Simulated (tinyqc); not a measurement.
MP2 on RHF in the sto-6g basis, frozen core, for H2F+, spin multiplicity 1, step by step. One step of it, computed by the program tinyqc.

Task: Second-order Moller-Plesset energy. E2 = sum_ijab (ia|jb) [2 (ia|jb) - (ib|ja)] / (e_i + e_j - e_a - e_b) over occupied i, j and virtual a, b; the opposite-spin part is (ia|jb)^2 / denominator, the rest is same-spin, and SCS-MP2 scales them by 6/5 and 1/3.

orbital energies (hartree): MO1 -26.936195, MO2 -2.021547, MO3 -1.114368, MO4 -1.056481, MO5 -1.022510, MO6 -0.073931, MO7 0.032839

Two-electron integrals over orbitals (pq|rs), unique and non-zero (hartree); the lowest 1 orbital is frozen and left out:
```
(22|22) 0.866307    (32|22) 0.000519    (32|32) 0.155474    (33|22) 0.761235
(33|32) -0.002212   (33|33) 0.734427    (42|22) -0.007161   (42|32) 0.000500
(42|33) -0.011610   (42|42) 0.157083    (43|22) 0.003096    (43|32) 0.004504
(43|33) 0.004878    (43|42) -0.005230   (43|43) 0.050767    (44|22) 0.798800
(44|32) -0.006368   (44|33) 0.700937    (44|42) -0.084956   (44|43) 0.003464
(44|44) 0.841687    (52|52) 0.183550    (53|52) -0.003290   (53|53) 0.038790
(54|52) -0.035082   (54|53) 0.001080    (54|54) 0.051947    (55|22) 0.885878
(55|32) -0.004849   (55|33) 0.749283    (55|42) -0.057375   (55|43) 0.004670
(55|44) 0.811280    (55|55) 0.998085    (62|22) -0.139891   (62|32) 0.006525
(62|33) -0.090645   (62|42) -0.048728   (62|43) -0.001939   (62|44) -0.083568
(62|55) -0.139215   (62|62) 0.076355    (63|22) 0.019240    (63|32) 0.014965
(63|33) 0.018696    (63|42) -0.006081   (63|43) 0.016361    (63|44) 0.012852
(63|55) 0.020807    (63|62) -0.007808   (63|63) 0.060076    (64|22) -0.165430
(64|32) -0.005248   (64|33) -0.103698   (64|42) 0.028422    (64|43) -0.004914
(64|44) -0.166852   (64|55) -0.173589   (64|62) 0.058605    (64|63) -0.017090
(64|64) 0.098418    (65|52) -0.046353   (65|53) 0.002836    (65|54) -0.011358
(65|65) 0.024645    (66|22) 0.574680    (66|32) -0.016643   (66|33) 0.549973
(66|42) 0.064611    (66|43) -0.013956   (66|44) 0.544621    (66|55) 0.550013
(66|62) -0.058705   (66|63) -0.017301   (66|64) -0.027865   (66|66) 0.557110
(72|22) -0.021188   (72|32) -0.066556   (72|33) -0.009456   (72|42) -0.001301
(72|43) 0.023776    (72|44) -0.015922   (72|55) -0.020852   (72|62) 0.004158
(72|63) 0.023796    (72|64) 0.008252    (72|66) -0.010434   (72|72) 0.054383
(73|22) -0.209018   (73|32) 0.010538    (73|33) -0.166629   (73|42) 0.061863
(73|43) 0.000423    (73|44) -0.184711   (73|55) -0.229571   (73|62) 0.062178
(73|63) -0.004849   (73|64) 0.100381    (73|66) -0.023081   (73|72) 0.012156
(73|73) 0.161825    (74|22) -0.006456   (74|32) 0.056439    (74|33) -0.002855
(74|42) -0.003819   (74|43) -0.002046   (74|44) -0.008617   (74|55) -0.006981
(74|62) 0.005272    (74|63) 0.043394    (74|64) -0.003405   (74|66) -0.019553
(74|72) -0.008516   (74|73) 0.011658    (74|74) 0.053212    (75|52) -0.006915
(75|53) -0.024781   (75|54) 0.000248    (75|65) 0.001180    (75|75) 0.018423
(76|22) 0.003313    (76|32) 0.079930    (76|33) 0.003057    (76|42) 0.002173
(76|43) 0.051151    (76|44) -0.005574   (76|55) 0.001063    (76|62) -0.003882
(76|63) 0.070920    (76|64) -0.014907   (76|66) -0.036080   (76|72) 0.008172
(76|73) 0.014908    (76|74) 0.064056    (76|76) 0.147001    (77|22) 0.591024
(77|32) 0.022614    (77|33) 0.594999    (77|42) 0.013834    (77|43) 0.011579
(77|44) 0.563617    (77|55) 0.574414    (77|62) -0.040168   (77|63) 0.023413
(77|64) -0.029269   (77|66) 0.527685    (77|72) -0.004229   (77|73) -0.046806
(77|74) 0.016816    (77|76) 0.035384    (77|77) 0.573421
```

Hartree-Fock energy = -99.76088099 hartree

Give: Terms; Pair energies; MP2 correlation energy; SCS-MP2 correlation energy; MP2 total energy.

Result:

Terms:

| i | j | a | b | (ia\|jb) | (ib\|ja) | denominator | term |
|---|---|---|---|---|---|---|---|
| 3 | 3 | 7 | 7 | 0.162 | 0.162 | -2.294 | -0.011 |
| 3 | 4 | 7 | 6 | 0.100 | 0.043 | -2.130 | -0.007 |
| 4 | 3 | 6 | 7 | 0.100 | 0.043 | -2.130 | -0.007 |
| 4 | 4 | 6 | 6 | 0.098 | 0.098 | -1.965 | -4.93e-03 |
| 2 | 3 | 6 | 7 | 0.062 | 0.024 | -3.095 | -2.02e-03 |
| 3 | 2 | 7 | 6 | 0.062 | 0.024 | -3.095 | -2.02e-03 |
| 3 | 3 | 6 | 6 | 0.060 | 0.060 | -2.081 | -1.73e-03 |
| 2 | 2 | 6 | 6 | 0.076 | 0.076 | -3.895 | -1.50e-03 |
| 4 | 4 | 7 | 7 | 0.053 | 0.053 | -2.179 | -1.30e-03 |
| 2 | 4 | 6 | 6 | 0.059 | 0.059 | -2.930 | -1.17e-03 |
| 4 | 2 | 6 | 6 | 0.059 | 0.059 | -2.930 | -1.17e-03 |
| 2 | 2 | 7 | 7 | 0.054 | 0.054 | -4.109 | -7.20e-04 |
| 5 | 5 | 6 | 6 | 0.025 | 0.025 | -1.897 | -3.20e-04 |
| 3 | 4 | 6 | 7 | 0.043 | 0.100 | -2.130 | 2.77e-04 |
| 4 | 3 | 7 | 6 | 0.043 | 0.100 | -2.130 | 2.77e-04 |
| 5 | 5 | 7 | 7 | 0.018 | 0.018 | -2.111 | -1.61e-04 |
| 3 | 4 | 6 | 6 | -0.017 | -0.017 | -2.023 | -1.44e-04 |
| 4 | 3 | 6 | 6 | -0.017 | -0.017 | -2.023 | -1.44e-04 |
| 2 | 3 | 7 | 6 | 0.024 | 0.062 | -3.095 | 1.12e-04 |
| 3 | 2 | 6 | 7 | 0.024 | 0.062 | -3.095 | 1.12e-04 |
| 3 | 4 | 7 | 7 | 0.012 | 0.012 | -2.237 | -6.08e-05 |
| 4 | 3 | 7 | 7 | 0.012 | 0.012 | -2.237 | -6.08e-05 |
| 2 | 3 | 7 | 7 | 0.012 | 0.012 | -3.202 | -4.62e-05 |
| 3 | 2 | 7 | 7 | 0.012 | 0.012 | -3.202 | -4.62e-05 |
| 2 | 4 | 7 | 6 | 0.008 | 0.005 | -3.037 | -3.05e-05 |
| 4 | 2 | 6 | 7 | 0.008 | 0.005 | -3.037 | -3.05e-05 |
| 2 | 4 | 7 | 7 | -0.009 | -0.009 | -3.144 | -2.31e-05 |
| 4 | 2 | 7 | 7 | -0.009 | -0.009 | -3.144 | -2.31e-05 |
| 2 | 3 | 6 | 6 | -0.008 | -0.008 | -2.988 | -2.04e-05 |
| 3 | 2 | 6 | 6 | -0.008 | -0.008 | -2.988 | -2.04e-05 |
| 3 | 3 | 7 | 6 | -4.85e-03 | -4.85e-03 | -2.188 | -1.07e-05 |
| 3 | 3 | 6 | 7 | -4.85e-03 | -4.85e-03 | -2.188 | -1.07e-05 |
| 4 | 4 | 7 | 6 | -3.41e-03 | -3.41e-03 | -2.072 | -5.60e-06 |
| 4 | 4 | 6 | 7 | -3.41e-03 | -3.41e-03 | -2.072 | -5.60e-06 |
| 2 | 2 | 6 | 7 | 4.16e-03 | 4.16e-03 | -4.002 | -4.32e-06 |
| 2 | 2 | 7 | 6 | 4.16e-03 | 4.16e-03 | -4.002 | -4.32e-06 |
| 4 | 2 | 7 | 6 | 0.005 | 0.008 | -3.037 | -3.98e-06 |
| 2 | 4 | 6 | 7 | 0.005 | 0.008 | -3.037 | -3.98e-06 |
| 5 | 5 | 6 | 7 | 1.18e-03 | 1.18e-03 | -2.004 | -6.95e-07 |
| 5 | 5 | 7 | 6 | 1.18e-03 | 1.18e-03 | -2.004 | -6.95e-07 |

Pair energies (hartree; pair i-j sums ij and ji):

| pair | opposite spin | same spin |
|---|---|---|
| 2-2 | -2.23e-03 | 0 |
| 3-2 | -3.00e-03 | -9.52e-04 |
| 3-3 | -0.013 | 0 |
| 4-2 | -2.45e-03 | -5.85e-06 |
| 4-3 | -0.012 | -3.05e-03 |
| 4-4 | -0.006 | 0 |
| 5-5 | -4.82e-04 | 0 |

MP2 correlation energy = -0.04322 hartree

SCS-MP2 correlation energy = -0.04839 hartree

MP2 total energy = -99.80410 hartree
